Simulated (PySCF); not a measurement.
**How methods differ on the ionisation energy of B**

B [He] 2s2 2p1 (2P) → B⁺ [He] 2s2 (1S), as a difference of total energies. Computed with PySCF 2.14 in dyall-v3z with one added diffuse shell each of s, p, d type (15s9p3d1f, 64 functions), with the spin-free X2C one-electron Hamiltonian (Gaussian nucleus). Correlated levels: valence: 1s2 frozen; virtual orbitals above 40 to 60 times the deepest correlated orbital energy dropped. The calculations carry no spin-orbit coupling.

```csv
method,ionisation energy (eV)
UHF,8.039
MP2 (valence),8.257
SCS-MP2 (valence),8.222
CCSD (valence),8.171
CCSD(T) (valence),8.208
```

Errors of the correlated levels include the incompleteness of this basis and the frozen core.

Problem. Which method comes closest to the reference value, and which is furthest?

Solution. The reference is 8.297 eV (measured; NIST levels, between the centres of gravity of the two terms). Closest: MP2 (valence) (error -0.040 eV); furthest: UHF (error -0.258 eV).
